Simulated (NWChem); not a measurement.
# PF3 (phosphorus trifluoride) at U-r2SCAN0/jorge-TZP

Aim: the vertical electron affinity of PF3 (phosphorus trifluoride) at U-r2SCAN0/jorge-TZP, from 2 runs. Input form: an ASE script.

The results are computed with NWChem 7.3.0.

2 further runs of the same task are left out: 1 that didn't finish, 1 set aside as unsound or not needed.

### Step 1. The system as given

The species is PF3 (4 atoms), meant as a singlet with charge 0. SMILES: `FP(F)F`. Geometry: relaxed at PBE0-D4/def2-TZVP.

Bond lengths: F1–P2 1.572 Å, P2–F3 1.572 Å, P2–F4 1.572 Å. Angles: F1–P2–F3 97.6°, F1–P2–F4 97.6°, F3–P2–F4 97.6°.

### Step 2. The energy at U-r2SCAN0/jorge-TZP

Contents of run.py:

```python
from ase import Atoms
from ase.calculators.nwchem import NWChem

system = Atoms('FPFF', positions=[
    [0.834400, -0.663200, 0.874500],
    [-0.297500, 0.314600, 0.392300],
    [-1.061900, -0.696500, -0.536900],
    [0.525000, 1.045200, -0.730000],
])

calc = NWChem(
    label='mymol',
    theory='dft',
    memory='2200 mb',
    basis='jorge-TZP',
    basispar='spherical bse',
    dft={'xc': 'r2scan0', 'mult': '1', 'odft': None, 'grid': 'medium', 'convergence': 'energy 1e-06', 'mulliken': None, 'print': 'low'},
    task='energy',
)
system.calc = calc

print("Total energy (eV):", round(system.get_potential_energy(), 6))
```

Command:

```sh
$ export ASE_NWCHEM_COMMAND="nwchem PREFIX.nwi > PREFIX.nwo"
$ python run.py
```

The log of the run:

```text
Total energy (eV): -17440.617923
```

The calculator wrote mymol.nwi:

```
title "mymol"

permanent_dir mymol

scratch_dir mymol

start mymol

geometry units angstrom nocenter noautosym noautoz
  F  8.3440000000000003e-01 -6.6320000000000001e-01 8.7450000000000006e-01
  P  -2.9749999999999999e-01 3.1459999999999999e-01 3.9229999999999998e-01
  F  -1.0619000000000001e+00 -6.9650000000000001e-01 -5.3690000000000004e-01
  F  5.2500000000000002e-01 1.0451999999999999e+00 -7.2999999999999998e-01
end

memory 2200 mb

basis spherical bse noprint
   * library jorge-TZP
end

dft
  xc r2scan0
  mult 1
  odft
  grid medium
  convergence energy 1e-06
  mulliken
  print low
end

task dft energy
```

mymol.nwo:

```text
Northwest Computational Chemistry Package (NWChem) 7.3.0
             --------------------------------------------------------

           Job information
           ---------------

    nwchem branch   = 7.3.0
    use scalapack   = T
    input           = mymol.nwi
    prefix          = mymol.
    data base       = mymol/mymol.db
    status          = startup
    nproc           =        1

           Memory information
           ------------------

    heap     =     72089596 doubles =      550.0 Mbytes
    stack    =     72089601 doubles =      550.0 Mbytes
    global   =    144179200 doubles =     1100.0 Mbytes (distinct from heap & stack)
    total    =    288358397 doubles =     2200.0 Mbytes
    verify   = yes
    hardfail = no

           Directory information
           ---------------------

  0 permanent = mymol
  0 scratch   = mymol

[... 29 lines left out ...]
            Nuclear Dipole moment (a.u.)
[... 73 lines left out ...]
   convergence    iter        energy       DeltaE   RMS-Dens  Diis-err    time
[... 12 lines left out ...]
         Total DFT energy =     -640.930892199551
      One electron energy =    -1269.338663284231
           Coulomb energy =      492.263103718745
    Exchange-Corr. energy =      -54.617438952142
 Nuclear repulsion energy =      190.762106318077
[... 38 lines left out ...]
     ------------------------------------------
      Spin Density - Lowdin Population Analysis
     ------------------------------------------

    Atom       Charge   Shell Charges
 -----------   ------   -------------------------------------------------------
    1 F    9     0.00   0.00  0.00  0.00  0.00 -0.00  0.00  0.00  0.00  0.00 -0.00 -0.00
    2 P   15    -0.00  -0.00 -0.00  0.00 -0.00 -0.00  0.00 -0.00  0.00 -0.00  0.00  0.00  0.00  0.00 -0.00  0.00 -0.00
    3 F    9     0.00   0.00  0.00  0.00  0.00  0.00  0.00  0.00 -0.00  0.00 -0.00 -0.00
    4 F    9     0.00   0.00  0.00  0.00  0.00 -0.00  0.00  0.00  0.00  0.00 -0.00 -0.00

     --------------------------
     Expectation value of S2:
     --------------------------
      <S2> =     -0.0000 (Exact =     0.0000)

 Task  times  cpu:       10.0s     wall:       10.0s
 Total times  cpu:       10.0s     wall:       10.0s
```

Run time: 11 s. Hardware: 1 thread of AMD EPYC 9R45 (Zen 5), shared host; peak memory 0.12 GiB.

### Step 3. The doublet anion

Contents of job.xyz:

```xyz
4

F      0.834400    -0.663200     0.874500
P     -0.297500     0.314600     0.392300
F     -1.061900    -0.696500    -0.536900
F      0.525000     1.045200    -0.730000
```

Contents of run.py:

```python
from ase.io import read
from ase.calculators.nwchem import NWChem

atoms = read('job.xyz')

calc = NWChem(
    label='job',
    theory='dft',
    memory='2200 mb',
    basis='jorge-TZP',
    basispar='spherical bse',
    charge=-1,
    dft={'xc': 'r2scan0', 'mult': '2', 'grid': 'medium', 'convergence': 'energy 1e-06', 'iterations': '150', 'mulliken': None},
    task='energy',
)
atoms.calc = calc

e = atoms.get_potential_energy()
print(f"E = {e:.6f} eV")
```

Command:

```sh
$ export ASE_NWCHEM_COMMAND="nwchem PREFIX.nwi > PREFIX.nwo"
$ python run.py
```

The log of the run:

```text
E = -17438.499585 eV
```

The calculator wrote job.nwi:

```
title "job"

permanent_dir job

scratch_dir job

start job

geometry units angstrom nocenter noautosym noautoz
  F  8.3440000000000003e-01 -6.6320000000000001e-01 8.7450000000000006e-01
  P  -2.9749999999999999e-01 3.1459999999999999e-01 3.9229999999999998e-01
  F  -1.0619000000000001e+00 -6.9650000000000001e-01 -5.3690000000000004e-01
  F  5.2500000000000002e-01 1.0451999999999999e+00 -7.2999999999999998e-01
end

charge -1

memory 2200 mb

basis spherical bse noprint
   * library jorge-TZP
end

dft
  xc r2scan0
  mult 2
  grid medium
  convergence energy 1e-06
  iterations 150
  mulliken
end

task dft energy
```

job.nwo:

```text
Northwest Computational Chemistry Package (NWChem) 7.3.0
             --------------------------------------------------------

           Job information
           ---------------

    nwchem branch   = 7.3.0
    use scalapack   = T
    input           = job.nwi
    prefix          = job.
    data base       = job/job.db
    status          = startup
    nproc           =        1

           Memory information
           ------------------

    heap     =     72089596 doubles =      550.0 Mbytes
    stack    =     72089601 doubles =      550.0 Mbytes
    global   =    144179200 doubles =     1100.0 Mbytes (distinct from heap & stack)
    total    =    288358397 doubles =     2200.0 Mbytes
    verify   = yes
    hardfail = no

           Directory information
           ---------------------

  0 permanent = job
  0 scratch   = job

[... 29 lines left out ...]
            Nuclear Dipole moment (a.u.)
[... 68 lines left out ...]
          Convergence on gradient requested:  5.00D-04
[... 23 lines left out ...]
          Convergence aids based upon iterative change in
[... 30 lines left out ...]
 1-e energy   =   -1299.337824
[... 51 lines left out ...]
         Total DFT energy =     -640.853044715318
[... 2 lines left out ...]
    Exchange-Corr. energy =      -54.923804952640
[... 953 lines left out ...]
                     DFT Final Beta Molecular Orbital Analysis
[... 1045 lines left out ...]
   alpha    131    132    133
    beta    131    132    133
 overlap   1.000  1.000  1.000

     --------------------------
     Expectation value of S2:
     --------------------------
      <S2> =      0.7611 (Exact =     0.7500)

 center of mass
 --------------
 x =  -0.07653233 y =   0.08097214 z =   0.10087896

 moments of inertia (a.u.)
 ------------------
         270.962263453385         -40.056460655818         -49.954068618314
         -40.056460655818         275.435427359916          52.809681370342
         -49.954068618314          52.809681370342         298.951931924572

     Multipole analysis of the density
     ---------------------------------

     L   x y z        total         alpha         beta         nuclear
     -   - - -        -----         -----         ----         -------
     0   0 0 0     -1.000000    -22.000000    -21.000000     42.000000

     1   1 0 0      0.406984      2.191133      1.589012     -3.373161
[... 8 lines of this table left out ...]
     2   0 0 2    -25.488678    -44.559046    -40.143936     59.214303

 Task  times  cpu:       23.9s     wall:       23.9s
 Total times  cpu:       23.9s     wall:       23.9s
```

It took 25 s on 1 thread of AMD EPYC 9R45 (Zen 5), shared host; peak memory 0.12 GiB.

### Step 4. Summary of results

At U-r2SCAN0/jorge-TZP:

```
                                         quantity          value
                        singlet PF3: total energy  -640.93089 Eh
                      doublet anion: total energy  -640.85304 Eh
doublet anion: HOMO energy (highest over α and β)        4.29 eV
 doublet anion: LUMO energy (lowest over α and β)        6.68 eV
                              doublet anion: ⟨S²⟩          0.761
vertical electron affinity (to the doublet anion)      -2.118 eV
```

**Reading.** The anion lies 2.12 eV (49 kcal/mol) above the neutral: the electron isn't bound at this level, and such a value depends on the basis. Without diffuse functions anions come out too high. Mulliken charges (singlet PF3) run from -0.30 on F1 to +0.90 on P2; they depend strongly on the basis. The HOMO (doublet anion) lies at positive energy, 4.29 eV; only total energies tell whether the electron is bound.
